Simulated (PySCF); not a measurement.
Consider water, `O` (H2O). Atom numbers as in the mapped SMILES `[OH2:1]`.

Level of theory: ωB97X-D3(BJ)/ma-def2-TZVP single points in PySCF, grid level 2; every species was optimised with PBE0-D3(BJ)/def2-SVP. Zero-point and thermal terms (298.15 K, 1 bar) come from unscaled PBE0-D3(BJ)/def2-SVP harmonic frequencies, with soft modes damped to free rotors in the entropy.

(1) What are the vertical and the adiabatic ionisation energy for forming the radical cation?

(2) Where does the unpaired spin of the relaxed radical cation sit?

(3) What oxidation potential follows in dichloromethane (IEF-PCM), given that Fc+/Fc comes at 4.70 V absolute with this functional and basis?

(4) How far is −ε(HOMO) from the vertical value by ΔSCF?

## Answers

(1) 12.76 eV vertical and 12.57 eV adiabatic, the latter with zero-point energy.

(2) O1 (water oxygen) 1.05 (intrinsic atomic orbital populations).

(3) In the gas phase ΔG of oxidation is 12.548 eV, and solvation is -24.6 kJ/mol for the parent and -343.8 kJ/mol for the product, so the absolute potential is 9.24 V, or 4.54 V against Fc+/Fc. Fc+/Fc in dichloromethane, 4.70 V, is ωB97X-D3(BJ)/ma-def2-TZVP on PBE0-D3(BJ)/def2-SVP structures with GFN2-xTB thermal terms. Benchmark calculations put it near 5.0 V in acetonitrile and DMSO, so it is about 0.3 V low, and the value against it can read up to that much too high. The solvent is electrostatics only, on gas-phase structures; the absolute scale refers to an electron at rest in vacuum.

(4) −ε(HOMO) = 11.77 eV, which is 1.00 eV below the ΔSCF value.

Differences come from unrounded values, so a last digit can differ from that of the printed terms.
